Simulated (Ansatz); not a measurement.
## [Br···H···Si], triplet: the ladder up to UCCSDT(Q)

Geometry: a point of a hydrogen-transfer path between rigid fragments, not a stationary point.

```xyz
3

Br    0.0000    0.0000   -1.7113
H     0.0000    0.0000    0.1357
Si    0.0000    0.0000    1.5757
```

Basis cc-pVTZ; Ansatz 0.2.0. Only valence electrons are correlated (noble-gas cores and the filled d shells of p-block atoms frozen), which leaves 12 electrons in 72 orbitals. R marks a restricted (for open shells ROHF) determinant, U an unrestricted one. Active spaces: pair = (4e, 4o) about the gap; valence = (12e, 9o) chosen from the atoms' valence shells. No spin–orbit coupling is included, and no scalar relativity.

Full CI isn't at hand for all of this; UCCSDT(Q) serves as the reference, and is uncertain by about the last step of the cluster series. The frozen core follows each run's orbitals, which can shift R against U totals by a few meV for light atoms and by up to 0.1 eV past Ca.

```
UHF ⟨S²⟩                          : 2.031
T1 diagnostic (RCCSD)             : 0.0268
largest doubles amplitude (RCCSD) : 0.063
T1 diagnostic (UCCSD)             : 0.0221
```

```tsv
level	E − E(UCCSDT(Q)) (kcal/mol)	share of correlation (%)	wall time
UHF	180.68	3.26	–
UMP2	32.47	82.62	–
UCCSD	7.94	95.75	–
UCCSD(T)	1.31	99.30	67 s
UCCSDT	0.32	99.83	–
```

The correlation energy at UCCSDT(Q), counted from RHF, is -8.099 eV. That run took 29 s on 2 threads of AMD EPYC 7R13 with a shared H100 80 GB, shared host.

Run but not shown, since their state or frozen core can't be matched to the reference's or they repeat it: RHF, RMP2, RCCSD, RCCSD(T), BCCD(T), RCCSDT, RCCSDT(Q), CASSCF (pair space), NEVPT2 (pair space), CASSCF (valence space), NEVPT2 (valence space), MRCISD (valence space), MRCISD+Q (valence space).

Times hold each run's SCF and search for its determinant on a shared host, so for small cases they say little of a method's own cost; they ran on 1 thread of AMD EPYC 7R13.

Natural occupations of CASSCF (valence space) about the gap: 1.999 1.999 1.982 1.932 1.001 0.999 0.064 0.026; effectively unpaired electrons, Σ n²(2−n)², 2.04.
